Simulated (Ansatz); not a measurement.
A nudged elastic band was laid between two geometries of C4H11NO (17 atoms, charge 0, multiplicity 1).

Level of theory: RKS PBE-D4/def2-SVP (Ansatz 0.2.0).

```
movable images  : 7
climbing image  : yes
spring          : 5.0 eV/Å²
optimiser       : quadratic models (default)
start path      : through a guess of the saddle point
force threshold : 0.05 eV/Å
iteration limit : 60
end points      : relaxed
```

Initial state:

```xyz
17
Properties=species:S:1:pos:R:3
C 0.427 -2.358 -0.702
C 0.996 -0.969 -0.976
O 1.380 -0.286 0.219
C 0.324 0.376 0.872
N -0.178 1.486 0.090
C -1.416 2.068 0.571
H 0.194 -2.879 -1.653
H -0.513 -2.310 -0.114
H 1.153 -2.976 -0.135
H 1.920 -1.050 -1.586
H 0.273 -0.343 -1.546
H -0.547 -0.299 1.075
H 0.748 0.667 1.867
H 0.555 2.199 -0.007
H -2.227 1.309 0.536
H -1.724 2.904 -0.089
H -1.385 2.462 1.621
```

Final state:

```xyz
17
Properties=species:S:1:pos:R:3
C 0.399 -2.361 -0.714
C 0.923 -0.967 -1.048
O 1.396 -0.267 0.104
C 0.390 0.388 0.837
N -0.190 1.486 0.091
C -1.391 2.057 0.670
H 1.180 -2.964 -0.209
H 0.091 -2.892 -1.638
H -0.486 -2.319 -0.046
H 1.794 -1.040 -1.733
H 0.146 -0.356 -1.561
H -0.453 -0.295 1.118
H 0.890 0.693 1.792
H 0.524 2.206 -0.072
H -2.192 1.288 0.711
H -1.764 2.882 0.031
H -1.276 2.462 1.710
```

(1) Which bonds break or form, and what moves?

(2) Give the energies along the band, and the barrier.

(3) What is the geometry of the highest image?

(4) What are the harmonic wavenumbers there?

Results:

(1) No bond is made or broken. The dihedral H9–C1–C2–O3 goes from -57 to 63°. The two ends are copies of one structure, up to a mirror image or an exchange of like atoms.

(2) It converged. The highest image is number 4 of 0 to 8, 13.2 kJ/mol above the ends, which have the same energy within 2 meV. A vibrational analysis at the climbing image gives one clearly imaginary mode, 245i cm⁻¹: a first-order saddle point.

| image | path coordinate (Å) | energy (kJ/mol) | dihedral H9–C1–C2–O3 (°) |
| --- | --- | --- | --- |
| 0 | 0.00 | 0.0 | -57 |
| 1 | 0.56 | 0.5 | -52 |
| 2 | 1.11 | 3.7 | -36 |
| 3 | 1.67 | 10.0 | -16 |
| 4 | 2.23 | 13.2 | 4 |
| 5 | 2.69 | 10.9 | 21 |
| 6 | 3.15 | 5.6 | 38 |
| 7 | 3.61 | 1.3 | 53 |
| 8 | 4.07 | 0.0 | 63 |

(3) 
```xyz
17
Properties=species:S:1:pos:R:3
C 0.345 -2.321 -0.706
C 0.961 -0.948 -1.049
O 1.442 -0.245 0.099
C 0.433 0.400 0.837
N -0.188 1.468 0.084
C -1.410 1.999 0.654
H 0.937 -3.158 -1.126
H -0.695 -2.429 -1.074
H 0.331 -2.461 0.394
H 1.847 -1.070 -1.704
H 0.233 -0.304 -1.589
H -0.386 -0.302 1.143
H 0.942 0.734 1.778
H 0.497 2.211 -0.095
H -2.180 1.199 0.707
H -1.816 2.800 0.002
H -1.313 2.425 1.687
```

(4) 245i, 58, 101, 156, 239, 268, 328, 477, 531, 753, 817, 849, 963, 1001, 1011, 1025, 1087, 1119, 1129, 1165, 1185, 1248, 1274, 1310, 1347, 1362, 1387, 1405, 1415, 1418, 1422, 1436, 1445, 1452, 2855, 2868, 2902, 2966, 2977, 2990, 3032, 3051, 3066, 3069, 3447 cm⁻¹.

Run time: 3.3 min on 2 threads of AMD EPYC 7R13 Processor (Zen 3), on a shared host, peak memory 0.21 GiB.
